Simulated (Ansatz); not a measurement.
# N2H (dinitrogen monohydride) at 6 levels

We compute a comparison of 6 runs (UHF/STO-3G, U-r2SCAN/STO-3G, U-r2SCAN0/STO-3G, UHSE06/STO-3G, RPA@PBE/STO-3G, UCCSD(T)/STO-3G) of N2H (dinitrogen monohydride). 

The calculation is run with Ansatz 0.2.0.

22 further runs of the same task are left out: 22 set aside as unsound or not needed.

## (1) The molecule

N2H: 3 atoms, total charge 0, spin state doublet. SMILES: `[N]=N`. The H3–N2 distance was set to 2.113 Å, away from the relaxed value. At this shape a bond of the SMILES string is far longer than usual.

Bond lengths: N1–N2 1.165 Å.

## (2) A single-point energy at UHF/STO-3G (run 1)

run.yaml reads:

```yaml
crystal:
  periodic: [false, false, false]
  atoms:
    - {symbol: "N", position_ang: [0.883747, -1.648901, 0.312159]}
    - {symbol: N, position_ang: [-0.095443, -1.259891, -0.184121]}
    - {symbol: H, position_ang: [-0.441870, 0.824430, -0.156080]}
basis:
  gaussian:
    orbitals: STO-3G
magnetization:
  spin_polarized: true
  initial_magnetization: 1
hamiltonian:
  xc: hf
accuracy: high
```

Run with:

```console
$ ansatz run run.yaml --threads 1 --pin off --max-ram 3480MiB --events-out events.jsonl --progress --plain --runs-dir runs
```

Log:

```text
Warning: RAYON_NUM_THREADS=1 ignored (pool sized by the plan → 1); use --threads N
Functional definition: HF
  name "HF"
  exchange = exact_x
  correlation = 0
167 factors; integrals over basis functions are off by at most 1.4e-8 eV
mean field evaluation 1: about -2936.9165 eV, gradient 6.8e0 eV
mean field evaluation 2: about -2936.9367 eV, gradient 6.8e0 eV
mean field evaluation 4: about -2937.7027 eV, gradient 1.8e0 eV
mean field evaluation 8: about -2937.7140 eV, gradient 2.1e-1 eV
mean field evaluation 16: about -2937.8804 eV, gradient 5.7e-4 eV
mean field -2937.88035324 eV, -107.9651116147 hartree, gradient 4.6e-8 eV, S^2 1.143497; 0 other end points of the search recorded, 0 dependent functions left out
reference -2937.88035324 eV, -107.9651116147 hartree; 8, 7 occupied and 3, 4 virtual orbitals, 167 factors
Total energy: -2937.88035324 eV, -107.9651116147 hartree
```

Wall time 0.06 s (1 thread of Arm Neoverse V2, shared host).

## (3) A single-point energy at U-r2SCAN/STO-3G (run 2)

input.yaml reads:

```yaml
crystal:
  periodic: [false, false, false]
  atoms:
    - symbol: "N"
      position_ang: [0.883747, -1.648901, 0.312159]
    - symbol: N
      position_ang: [-0.095443, -1.259891, -0.184121]
    - symbol: H
      position_ang: [-0.441870, 0.824430, -0.156080]
basis:
  gaussian:
    orbitals: STO-3G
total_charge: 0
magnetization:
  spin_polarized: true
  initial_magnetization: 1
hamiltonian:
  xc: r2scan
accuracy: high
```

Run with:

```console
$ ansatz run input.yaml --threads 1 --pin off --max-ram 3480MiB --events-out events.jsonl --progress --plain --runs-dir runs
```

Log:

```text
Warning: RAYON_NUM_THREADS=1 ignored (pool sized by the plan → 1); use --threads N
Functional definition: r2SCAN
  name "r2SCAN"
  parameter k0 = 0.174
  parameter k1 = 0.065
  parameter a1 = 4.9479
  exchange = r2scan_x(k0 = k0, k1 = k1, a1 = a1)
  correlation = r2scan_c
167 factors; integrals over basis functions are off by at most 1.4e-8 eV
mean field evaluation 1: about -2952.0510 eV, gradient 4.7e0 eV
mean field evaluation 2: about -2952.2981 eV, gradient 3.0e0 eV
mean field evaluation 4: about -2952.3427 eV, gradient 1.9e-1 eV
mean field evaluation 8: about -2952.2849 eV, gradient 1.2e-2 eV
mean field evaluation 16: about -2952.2849 eV, gradient 6.3e-6 eV
mean field -2952.28492152 eV, -108.4944697351 hartree, gradient 4.1e-8 eV, S^2 0.751667; 0 other end points of the search recorded, 0 dependent functions left out
reference -2952.28492207 eV, -108.4944697554 hartree; 8, 7 occupied and 3, 4 virtual orbitals, 167 factors
Total energy: -2952.28492207 eV, -108.4944697554 hartree
```

Wall time 1.8 s (1 thread of Arm Neoverse V2, shared host); peak memory 0.15 GiB.

## (4) The energy at U-r2SCAN0/STO-3G (run 3)

in.yaml reads:

```yaml
crystal:
  periodic: [false, false, false]
  atoms:
    - {symbol: "N", position_ang: [0.883747, -1.648901, 0.312159]}
    - {symbol: "N", position_ang: [-0.095443, -1.259891, -0.184121]}
    - {symbol: H, position_ang: [-0.441870, 0.824430, -0.156080]}
basis:
  gaussian: {orbitals: STO-3G}
hamiltonian: {xc: {name: r2SCAN0}}
magnetization: {spin_polarized: true, initial_magnetization: 1}
accuracy: high
```

Run with:

```console
$ ansatz run in.yaml --threads 1 --pin off --max-ram 3480MiB --events-out events.jsonl --progress --plain --runs-dir runs
```

Log:

```text
Warning: RAYON_NUM_THREADS=1 ignored (pool sized by the plan → 1); use --threads N
Functional definition: r2SCAN0
  name "r2SCAN0"
  parameter a = 0.25
[... 3 set-up lines as earlier in the session ...]
  exchange = (1 - a)*r2scan_x(k0 = k0, k1 = k1, a1 = a1) + a*exact_x
[... 1 set-up line as earlier in the session ...]
167 factors; integrals over basis functions are off by at most 1.4e-8 eV
mean field evaluation 1: about -2951.4410 eV, gradient 4.5e0 eV
mean field evaluation 2: about -2951.7284 eV, gradient 2.4e0 eV
mean field evaluation 4: about -2951.7638 eV, gradient 1.5e-1 eV
mean field evaluation 8: about -2951.7260 eV, gradient 2.6e-2 eV
mean field evaluation 16: about -2951.7261 eV, gradient 1.5e-5 eV
mean field -2951.72609972 eV, -108.4739334131 hartree, gradient 4.6e-8 eV, S^2 0.752737; 0 other end points of the search recorded, 0 dependent functions left out
reference -2951.72610014 eV, -108.4739334284 hartree; 8, 7 occupied and 3, 4 virtual orbitals, 167 factors
Total energy: -2951.72610014 eV, -108.4739334284 hartree
```

It took 1.9 s on 1 thread of Arm Neoverse V2, shared host; peak memory 0.15 GiB.

Runs 4 to 5 aren't shown in full; the table further down has their settings and results.

## (5) The energy at UCCSD(T)/STO-3G (run 6)

input.yaml reads:

```yaml
crystal:
  periodic: [false, false, false]
  atoms:
    - {symbol: N, position_ang: [0.883747, -1.648901, 0.312159]}
    - {symbol: "N", position_ang: [-0.095443, -1.259891, -0.184121]}
    - {symbol: H, position_ang: [-0.441870, 0.824430, -0.156080]}
basis:
  gaussian: {orbitals: STO-3G}
total_charge: 0
magnetization: {spin_polarized: true, initial_magnetization: 1}
correlation: {method: ccsd_t, frozen_orbitals: {H: 0, "N": 1}}
accuracy: high
scf: {omitted_lower_state_checks: [cluster_reference, increment]}
```

Run with:

```console
$ ansatz run input.yaml --threads 1 --pin off --max-ram 3480MiB --events-out events.jsonl --progress --plain --runs-dir runs
```

Log:

```text
Warning: RAYON_NUM_THREADS=1 ignored (pool sized by the plan → 1); use --threads N
[... 12 lines left out ...]
2 core orbitals not correlated: weight in the atoms' cores, before any rotation towards them, 1.000 or more for the frozen orbitals, at most 0.000 for the correlated occupied ones
[... 28 lines left out ...]
Total energy: -2942.46388053 eV, -108.1335531360 hartree
Checks for a lower state left out: cluster_reference, increment
```

Wall time 0.2 s (1 thread of Arm Neoverse V2, shared host).

## (6) All runs side by side

```tsv
run	level	frozen core orbitals	energy (Eh)	⟨S²⟩	wall time
1	UHF/STO-3G	–	-107.965112	1.143	0.06 s
2	U-r2SCAN/STO-3G	–	-108.494470	0.752	1.8 s
3	U-r2SCAN0/STO-3G	–	-108.473933	0.753	1.9 s
4	UHSE06/STO-3G	–	-108.414571	0.752	1 s
5	RPA@PBE/STO-3G	2	-108.186715	0.751	0.74 s
6	UCCSD(T)/STO-3G	2	-108.133553	1.143	0.2 s
```

## (7) Results

```
                                          quantity          value
                               run 6: total energy  -108.13355 Eh
run 6: correlation energy (2 core orbitals frozen)     -168.4 mEh
                             run 6: (T) correction      -1.20 mEh
          run 6: ⟨S²⟩ of the reference determinant          1.143
                              run 6: T1 diagnostic          0.078
```

Totals of different functionals can't be ranked against each other. In runs 1, 2, 3, 4, 5, 6 the basis is minimal, so the values are rough. Spin contamination of the reference: run 1 ⟨S²⟩ = 1.14, run 6 ⟨S²⟩ = 1.14. All runs together took 5.7 s, the longest 1.9 s.
